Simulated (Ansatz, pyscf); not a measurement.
H₂C=C(F)–F -> F–C:–CH₂–F [singlet], a group migration on the singlet surface: C–F broken, C–F formed. Optimised with ωB97X-D3(BJ)/def2-SVP in PySCF. Wave-function energies: Ansatz (a quantum-chemistry and plane-wave program), frozen core, RHF or UHF references. In kJ/mol, from the reactant's lowest minimum found.

```
level                   barrier  reaction energy
----------------------  -------  ---------------
ωB97M-D3(BJ)/def2-TZVP   468.30          +254.63
r²SCAN/def2-TZVP         454.82          +272.39
CCSD(T)/cc-pV(D+d)Z      460.46          +262.80
CCSDT(Q)/cc-pV(D+d)Z     451.43          +262.21
CCSD(T)/cc-pV(T+d)Z      463.73          +262.03
CCSD(T)/cc-pV(Q+d)Z      462.79          +260.83
```

In cc-pV(D+d)Z, going from CCSD(T) to CCSDT(Q) shifts the barrier by -9.03 and the reaction energy by -0.60 kJ/mol. With HF in the quadruple-zeta basis and the correlation energy extrapolated as X⁻³ from X = 3, 4, CCSD(T) gives 463.89 and +260.89; adding the double-zeta shift gives ΔE‡ = 454.86 and ΔE = +260.29 kJ/mol, without core correlation, relativity or geometry relaxation at these levels. The same reactants have a lower exit, to HC≡C–F + HF (barrier +372.81 kJ/mol at ωB97M-D3(BJ)/def2-TZVP, against +468.30 kJ/mol here). One saddle was located; it need not be the lowest between these sides. A restricted solution here is unstable towards spin polarisation, so biradical character is likely and single-reference numbers are less safe. The largest closed-shell T1 diagnostic is 0.060, which may signal static correlation.
